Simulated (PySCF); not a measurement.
# BH2Cl (SMILES BCl): QCISD(T)/STO-6G

Aim: the energy change on altering one bond length of BH2Cl at QCISD(T)/STO-6G, from 2 runs. The job is set up through a Python script.

The calculation is run with PySCF 2.14.0.

8 further runs of the same task are left out: 8 set aside as unsound or not needed.

### 1 The molecule

BH2Cl: 4 atoms, total charge 0, spin state singlet. SMILES: `BCl`. The shape is that of a PBE0-D4/def2-TZVP optimisation.

Bond lengths: B1–Cl2 1.733 Å, B1–H3 1.190 Å, B1–H4 1.190 Å. Angles: Cl2–B1–H3 118.1°, Cl2–B1–H4 118.1°, H3–B1–H4 123.7°.

### 2 A single-point energy at QCISD(T)/STO-6G

File calc.py:

```python
from pyscf import gto, scf, cc

system = gto.M(
    atom='''
B     -0.116700     0.021700    -0.075300
Cl     1.365000    -0.395300     0.721200
H     -1.106200    -0.559500     0.240400
H     -0.086600     0.872800    -0.906600
''',
    verbose=4,
    charge=0,
    basis='sto-6g',
    max_memory=1860,
)

mf = scf.RHF(system)
mf.conv_tol = 1e-10
mf.kernel()
if not mf.converged:
    mf = mf.newton().run(mf.mo_coeff, mf.mo_occ)

mycc = cc.QCISD(mf, frozen=6)
mycc.kernel()
e_t = mycc.qcisd_t()
e_final = mycc.e_tot + e_t
print('E = %.10f Eh' % e_final)
```

Run with:

```
OMP_NUM_THREADS=1 python calc.py
```

Output:

```text
PySCF version 2.14.0

[INPUT] num. atoms = 4
[INPUT] num. electrons = 24
[INPUT] charge = 0
[INPUT] spin (= nelec alpha-beta = 2S) = 0
[INPUT] symmetry False subgroup None
[INPUT] Mole.unit = angstrom
[INPUT] Symbol           X                Y                Z      unit          X                Y                Z       unit  Magmom
[INPUT]  1 B     -0.116700000000   0.021700000000  -0.075300000000 AA   -0.220531038737   0.041007056903  -0.142296377180 Bohr   0.0
[INPUT]  2 Cl     1.365000000000  -0.395300000000   0.721200000000 AA    2.579476160031  -0.747008737041   1.362870481036 Bohr   0.0
[INPUT]  3 H     -1.106200000000  -0.559500000000   0.240400000000 AA   -2.090415038994  -1.057301766694   0.454290160345 Bohr   0.0
[INPUT]  4 H     -0.086600000000   0.872800000000  -0.906600000000 AA   -0.163650282387   1.649352961520  -1.713225704531 Bohr   0.0

[... 42 lines left out ...]
converged SCF energy = -483.791962626822
[... 11 lines left out ...]
Init t2, MP2 energy = -483.836419722917  E_corr(MP2) -0.0444570960943362
[... 10 lines left out ...]
QCISD converged
[... 2 lines left out ...]
E = -483.8535809958 Eh
```

It took 0.89 s on 1 thread of Arm Neoverse V1, shared host; peak memory 0.1 GiB.

### 3 The distorted shape

File calc.py:

```python
from pyscf import gto, cc

mol = gto.M(
    atom='''
B     -0.152820    -0.999606     0.922247
Cl     1.328880    -1.416606     1.718747
H     -1.142320    -1.580806     1.237947
H     -0.086600     0.872800    -0.906600
''',
    verbose=3,
    max_memory=1860,
    basis='sto-6g',
)

mf = mol.RHF()
mf.conv_tol = 1e-10
mf.kernel()
if not mf.converged:
    mf = mf.newton().run(mf.mo_coeff, mf.mo_occ)

mycc = cc.QCISD(mf, frozen=6)
mycc.kernel()
e_t = mycc.qcisd_t()
energy = mycc.e_tot + e_t
print(f'total energy: {energy:.8f} hartree')
```

Run with:

```
OMP_NUM_THREADS=1 python calc.py
```

Output:

```text
converged SCF energy = -483.473789350479
E(QCISD) = -483.6614792502297  E_corr = -0.1876898997504285
QCISD(T) correction = -0.00424179585962341
total energy: -483.66572105 hartree
```

Run time: 1 s. Hardware: 1 thread of Arm Neoverse V1, shared host; peak memory 0.12 GiB.

### 4 What came out

Level: QCISD(T)/STO-6G, 6 core orbitals frozen.

```
                                                         quantity          value
                                        first shape: total energy  -483.85358 Eh
                first shape: dipole moment (Hartree–Fock density)         1.51 D
                 first shape: HOMO energy (Hartree–Fock orbitals)      -10.69 eV
                 first shape: LUMO energy (Hartree–Fock orbitals)        5.48 eV
               first shape: HOMO–LUMO gap (Hartree–Fock orbitals)       16.17 eV
         first shape: correlation energy (6 core orbitals frozen)      -61.6 mEh
                                      first shape: (T) correction      -1.12 mEh
                                       first shape: T1 diagnostic          0.015
                                    distorted shape: total energy  -483.66572 Eh
            distorted shape: dipole moment (Hartree–Fock density)         1.21 D
             distorted shape: HOMO energy (Hartree–Fock orbitals)       -6.11 eV
             distorted shape: LUMO energy (Hartree–Fock orbitals)        2.85 eV
           distorted shape: HOMO–LUMO gap (Hartree–Fock orbitals)        8.97 eV
     distorted shape: correlation energy (6 core orbitals frozen)     -191.9 mEh
                                  distorted shape: (T) correction      -4.24 mEh
                                   distorted shape: T1 diagnostic          0.022
energy change with the B1–H4 bond stretched from 1.190 to 2.618 Å       5.112 eV
```

In words: With the B1–H4 bond stretched from 1.190 to 2.618 Å the energy rises by 5.11 eV (493 kJ/mol). The first shape isn't relaxed at this level, so the change isn't measured from a minimum. The minimal basis adds a large error of its own. The triples (first shape) make up 1.8 % of the correlation energy. The T1 diagnostic (distorted shape) of 0.022 is above the customary mark for such species, so a single reference may not serve. Mulliken charges (distorted shape) of the mean-field density run from -0.19 on Cl2 to +0.31 on B1; they depend strongly on the basis. The triples (distorted shape) make up 2.2 % of the correlation energy.
